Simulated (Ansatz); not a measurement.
Formulas on structure types

Level of theory: DFT PBEsol, scalar-relativistic, plane waves, PAW (Ansatz 0.2.0). Settings: cutoff 420 eV, Γ-centred meshes no coarser than 0.19 Å⁻¹ for metals and 0.3 Å⁻¹ for insulators (2π included), Gaussian smearing.

Each formula was placed on the sites of the named type and relaxed at zero pressure without lowering the symmetry. No run is spin-polarised. The smearing is 0.1 eV for metals and 0.01 to 0.02 eV otherwise. The zero of energy is the elements' standard structures at the same level; no fitted shifts are applied.

The k mesh leaves about 4 meV/atom of noise in metals.

```csv
formula,started on type,final group,a or a / b (Å),c (Å),V (Å³/atom),E over elements (eV/atom),gap on mesh (eV)
Cu,alpha-boron,R-3m,4.83,24.76,13.9,0.47,0.00
Cu,simple hexagonal,P6/mmm,2.44,2.38,12.3,0.30,0.00
Cu,trigonal selenium,Im-3m,2.83,2.83,11.4,0.04,0.00
Cu,alpha-gallium,Fmmm,2.52 / 4.20,8.99,11.9,0.18,0.00
```